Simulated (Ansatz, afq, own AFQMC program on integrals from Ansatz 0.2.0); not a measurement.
Au, doublet in def2-TZVPP, levels against CCSDT(Q)

A free Au atom.

Basis def2-TZVPP with its core potentials. Noble-gas cores (and the filled d shells of Ga–Kr and In–Xe) are frozen. Integrals, coupled cluster, full CI and functionals: Ansatz 0.2.0; the random walks run on the same integrals in our own AFQMC program. ph-AFQMC/CISD is guided by a CISD state made of CCSD amplitudes; releasing the constraint for a short imaginary time cuts its bias at the price of noise, slowly where states lie close. Free AFQMC starts from the CCSD state and is never constrained. Its projection time is finite, and what remains of the start isn't in its error. Uncertainties: one standard error, sampling alone. No spin–orbit coupling. The metal's outer-core s and p shells are frozen, which shifts wave-function levels against functionals.

Determinant: UHF, the one that the program's search chose, which needn't be the lowest solution.

No full CI on the walks' own integrals is used here; CCSDT(Q) serves as the reference and is uncertain by about the last step of the cluster series.

Cautions: no spin-orbit coupling; outer-core shells of the metal frozen; the released energies are still falling, so no released level is given (meV from the phaseless value at times in 1/Eh: -6 ± 3 at 0.24, -3 ± 3 at 0.50, -8 ± 3 at 1.00, -13 ± 4 at 1.50), though the last usable value meets CCSDT(Q) within the noise.

The T1 diagnostic is 0.0133. The weight of the determinant in the CISD state is 0.918, the ⟨S²⟩ of the determinant is 0.753 and the size of the correlated space is 11 electrons in 52 orbitals.

```csv
level,correlation energy (eV)
MP2,-10.0325
CCSD,-9.2502
CCSD(T),-9.6049
```

(1) Estimate where free-projection AFQMC lies against CCSD(T) on the same integrals.

(1) 0.77 ± 0.14 mEh above CCSD(T).

Reference: CCSDT(Q), correlation energy -9.584 eV.

```tsv
level	E − E(reference) (mEh)	share of correlation (%)
CCSD(T)	-0.76	100.22
CCSDT	0.14	99.96
ph-AFQMC/HF	0.18 ± 0.59	99.95
ph-AFQMC/CISD	0.44 ± 0.11	99.88
free AFQMC	0.00 ± 0.14	100.00
```

Free projections are given only where their last times agree within the noise and don't stop above the reference; a slow remainder of the start can still hide under it. A walk keeps the symmetry of its determinant, which the program's search chose and which needn't be the lowest solution, so a lower state of the same spin and another symmetry isn't excluded.
